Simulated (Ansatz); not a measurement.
**CH4Si (SMILES C[SiH]): the electronic atomisation energy, rung by rung**

CH4Si: 6 atoms, total charge 0, spin state singlet. SMILES: `C[SiH]`. The shape is that of a PBE0-D4/def2-TZVP optimisation.

Quantity: the electronic atomisation energy, in eV. The values are calculated. Electronic energies at fixed atoms, without zero-point motion or spin-orbit coupling.

| level | kind | program | value (eV) | less FCI/STO-3G | CPU time (all runs) |
| --- | --- | --- | --- | --- | --- |
| BLYP/STO-3G | GGA | Ansatz | 25.37 | +3.11 | 1.6 s |
| PBE0/STO-3G | global hybrid | Ansatz | 25.27 | +3.01 | 1.3 s |
| CAM-B3LYP/STO-3G | range-separated hybrid | Ansatz | 25.53 | +3.27 | 1.7 s |
| wB97X/STO-3G | range-separated hybrid | Ansatz | 25.20 | +2.94 | 6 s |
| B2PLYP/STO-3G | double hybrid | Ansatz | 24.16 | +1.90 | 1.7 s |
| RPA@PBE/STO-3G | RPA | Ansatz | 21.81 | -0.45 | 2.2 s |
| MP2/STO-3G | perturbation theory | Ansatz | 21.76 | -0.50 | 0.15 s |
| CCSDT/STO-3G | coupled cluster or CI | Ansatz | 22.25 | -0.01 | 0.51 s |
| FCI/STO-3G | exact in the basis | Ansatz | 22.26 | 0.00 | 3.5 s |

FCI/STO-3G is exact within its basis and frozen core, so for wave-function methods in that basis the difference is their error; functionals converge differently with the basis, so for them it is only a difference. The values span 21.76 to 25.53 eV. All rows use very small basis sets, so none should be taken for the real molecule's value. In so small a basis fixed costs decide the times, and correlated methods can beat functionals. CPU times are rough (shared hosts, several kinds of processor and program).
